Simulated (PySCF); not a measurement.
Species: nitryl fluoride, FNO₂.
SMILES: `F[N+]([O-])=O`

The closed-shell ground state was solved at several levels (PySCF, density fitting, gas phase, non-relativistic). Isolated species at its PBE0-D3(BJ)/def2-TZVP geometry, gas phase.

```json
{"level": "CAM-B3LYP/aug-cc-pVTZ", "basis functions": "184", "HOMO (eV)": "-12.05", "LUMO (eV)": "-1.52", "gap (eV)": "10.53", "dipole (D)": "0.31"}
{"level": "wB97X-D/pcSseg-2", "basis functions": "144", "HOMO (eV)": "-12.43", "LUMO (eV)": "-0.73", "gap (eV)": "11.70", "dipole (D)": "0.31"}
{"level": "wB97X-D/aug-cc-pVTZ", "basis functions": "184", "HOMO (eV)": "-12.40", "LUMO (eV)": "-0.73", "gap (eV)": "11.67", "dipole (D)": "0.31"}
{"level": "PBE0/pcSseg-2", "basis functions": "144", "HOMO (eV)": "-10.50", "LUMO (eV)": "-2.63", "gap (eV)": "7.87", "dipole (D)": "0.32"}
{"level": "KT3/pcSseg-2", "basis functions": "144", "HOMO (eV)": "-8.76", "LUMO (eV)": "-3.66", "gap (eV)": "5.10", "dipole (D)": "0.39"}
{"level": "PBE0/aug-cc-pVTZ", "basis functions": "184", "HOMO (eV)": "-10.48", "LUMO (eV)": "-2.63", "gap (eV)": "7.85", "dipole (D)": "0.32"}
```

(1) What might B97-2/pcSseg-2 (144 basis functions) give for the same quantities?

(2) Over all these levels, which gives the widest orbital gap and which the narrowest?

(3) In the pcSseg-2 basis, how does the gap go with the fixed share of exact exchange?

(4) How far do the dipole and the HOMO energy spread over the levels?

Answers

(1) HOMO -10.18 eV, LUMO -2.74 eV, gap 7.44 eV, dipole 0.34 D.

(2) wB97X-D/pcSseg-2 (range-separated hybrid) has the widest, 11.70 eV, and KT3/pcSseg-2 (GGA) the narrowest, 5.10 eV. The two share the basis. From the narrowest to the widest the HOMO moves by -3.67 eV and the LUMO by +2.93 eV.

(3) KT3 (0 %) 5.10 eV; B97-2 (21 %) 7.44 eV; PBE0 (25 %) 7.87 eV. Each rise in the share widens the gap here.

(4) The dipole runs from 0.31 to 0.39 D (mean 0.33 D) and the HOMO from -12.43 to -8.76 eV.
